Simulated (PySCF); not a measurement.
Homolysis of single bonds, series allyl-X. Gas-phase values, no solvent. One relaxed conformer stands for each flexible species; it need not be the lowest. Strings in code marks are SMILES.

Level of theory: PBE0-D4/def2-TZVP (PySCF). 

A: radical fragment (`[SiH3]`)
B: radical fragment (`[CH2]SC`)
C: radical fragment (`[CH2][SiH3]`)

Task: Which member has the highest highest occupied spin orbital?

Result: B (-4.91 eV); next is A (-6.40 eV).
